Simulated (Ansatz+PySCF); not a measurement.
A calculation with PySCF 2.14.0.

```python
from pyscf import gto, scf, mp

# the (T+d) and (D+d) sets load through basis_set_exchange
mol = gto.M(atom="""
Cl 0.000000 0.000000 -0.687540
H 0.000000 0.000000 0.687540
""", basis={'Cl': 'cc-pv(t+d)z', 'H': 'cc-pvtz'}, charge=1, spin=1)
mf = scf.UHF(mol)
mf.kernel()
pt = mp.MP2(mf, frozen=5).run()
print(mf.e_tot, pt.e_corr, pt.e_tot)
```

The script is written out from the run's settings.

Output:

```yaml
Converged: yes
Reference_energy: -459.68246 hartree
Correlation_energy: -0.16162 hartree
Total_energy: -459.84408 hartree
Spin_squared_of_the_determinant: 0.762
```
